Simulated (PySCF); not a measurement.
# SiH₂: relaxation and vibrations of the triplet

Where does triplet SiH₂ go from a bent start, is the end point a minimum, and what are its modes, charges and moments?

Method: B3LYP, basis Si def2-TZVP, H def2-TZVP, no relativity, density fitting; program: PySCF 2.14.0.

## Step 1: Starting geometry

3 atoms, charge 0, spin multiplicity 3.

Bond lengths: Si1–H2 1.480 Å, Si1–H3 1.480 Å. Angles: H2–Si1–H3 110.0°.

Coordinates in bohr (charge 0 multiplicity 3):
```
Si    0.0000    0.0000    0.0000
H     2.2909    0.0000    1.6042
H    -2.2909    0.0000    1.6042
```

## Step 2: The SCF at the typed geometry

The steps below are one call of a driver around PySCF. For each, scf.py gives the equivalent set-up of the SCF; relaxations use the driver's own optimiser. After this first run the driver tries any further starts and a stability analysis.

Contents of scf.py:

```python
from pyscf import gto, scf, dft
mol = gto.M(atom='''
Si     0.000000     0.000000     0.000000
H      1.212300     0.000000     0.848900
H     -1.212300     0.000000     0.848900''',
    basis={'Si': 'def2-TZVP', 'H': 'def2-TZVP'},
    charge=0, spin=2)
mf = dft.UKS(mol, xc='B3LYP')
mf.grids.atom_grid = (50, 194)
aux = {'Si': 'def2-universal-JKFIT', 'H': 'def2-universal-JKFIT'}
mf = mf.density_fit(auxbasis=aux)
mf.conv_tol = 1e-08
mf.diis_space = 10
mf.max_cycle = 60
mf.init_guess = 'minao'
mf.verbose = 4
mf.kernel()
```

Run with:

```console
$ OMP_NUM_THREADS=2 python axn.py task.json out
```

After this run come: Bent start, triplet: relaxation; Vibrations and properties at this point.

**Question.** What will these runs give? Wanted: minimum; geometry; wavenumbers; dipole moment; highest occupied, lowest empty level; polar-tensor charge of Si1; zero-point energy; atomisation energy; ⟨S²⟩.

The runs gave:

```
                                          quantity                             value
                                           minimum                      triplet, C2v
                                          geometry  Si–H 1.485 Å (×2); H–Si–H 118.5°
                                wavenumbers (cm⁻¹)    892 (a1), 2155 (a1), 2226 (b2)
                                     dipole moment                            0.09 D
highest occupied, lowest empty level (either spin)                   -5.39, -3.72 eV
                        polar-tensor charge of Si1                           +0.24 e
                                 zero-point energy                       31.5 kJ/mol
                               entropy at 298.15 K                   215.2 J/(mol K)
         atomisation energy (no zero-point energy)                        556 kJ/mol
                                              ⟨S²⟩                             2.002
```

The bent start keeps its C2v symmetry and ends in a minimum. In the infrared the band at 2226 cm⁻¹ (b2, stretch) leads. Most of the spin sits on Si1 (Mulliken spin 1.85, against 2 for the whole molecule). Other starts or spin states, not run here, may lie lower.
